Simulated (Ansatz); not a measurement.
Basis-set extrapolation for BH$_{5}$NSi (`B[N][SiH3]`) radical (PBE0-D4/def2-TZVP geometry, frozen core, Ansatz). Multiplicity 2, UHF reference.

```csv
,def2-TZVPP,def2-QZVPP
HF,-371.020299,-371.033733
MP2 correlation,-0.397457,-0.426418
CCSD(T) correlation,-0.463126,not run
```

Energies in hartree. Use E(X) = E(∞) + A·exp(−7.88·√X) for Hartree–Fock and E(X) = E(∞) + B·X^(−2.97) for correlation, with X = 3 and 4, and add CCSD(T) minus MP2 of the smaller set to the MP2 limit.

What is the CCSD(T) energy at the basis-set limit?

HF limit: -371.033733 + (-0.013434) × 0.13774 = -371.03558. MP2 limit: -0.426418 + (-0.028961) × 0.74074 = -0.44787. Higher-order term: -0.463126 − (-0.397457) = -0.06567. Total: -371.54912 hartree, 41.2 kcal/mol below CCSD(T)/def2-TZVPP.
